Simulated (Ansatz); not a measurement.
in.yaml

```yaml
crystal:
  periodic: [false, false, false]
  atoms:
    - {symbol: Al, position_ang: [0.000000, -0.075183, 1.427166]}
    - {symbol: B, position_ang: [0.000000, 0.523760, -0.596061]}
    - {symbol: F, position_ang: [0.000000, -0.282645, -1.649481]}
    - {symbol: H, position_ang: [0.000000, 1.722317, -0.719901]}
basis:
  gaussian: {orbitals: cc-pVDZ}
magnetization: {spin_polarized: true, initial_magnetization: 0}
hamiltonian: {xc: {name: r2SCAN}}
```

```sh
$ ansatz run in.yaml --threads 1 --pin off --events-out ev --progress --plain --max-ram 2393MiB
```

Log:

```
601 factors; their error is unknown
mean field evaluation 1: about -10001.5199 eV, gradient 1.6e1 eV
mean field evaluation 2: about -10001.0655 eV, gradient 2.1e1 eV
mean field evaluation 4: about -10002.7222 eV, gradient 6.7e-1 eV
mean field evaluation 8: about -10002.6872 eV, gradient 6.4e-2 eV
mean field evaluation 16: about -10002.7507 eV, gradient 4.9e-1 eV
mean field evaluation 32: about -10002.4273 eV, gradient 9.0e0 eV
mean field evaluation 64: about -10002.4169 eV, gradient 3.1e-2 eV
mean field evaluation 96: about -10002.2317 eV, gradient 3.5e0 eV
mean field -10002.86343800 eV, -367.5984511620 hartree, gradient 1.8e-5 eV, S^2 0.680267; 11 other end points of the search recorded, 0 dependent functions left out
reference -10002.86345049 eV, -367.5984516211 hartree; 14, 14 occupied and 37, 37 virtual orbitals, 601 factors
Total energy: -10002.86345049 eV, -367.5984516211 hartree
```

Ran on 1 thread of Arm Neoverse V1, shared host: 17 s wall, 0.18 GiB peak host memory.
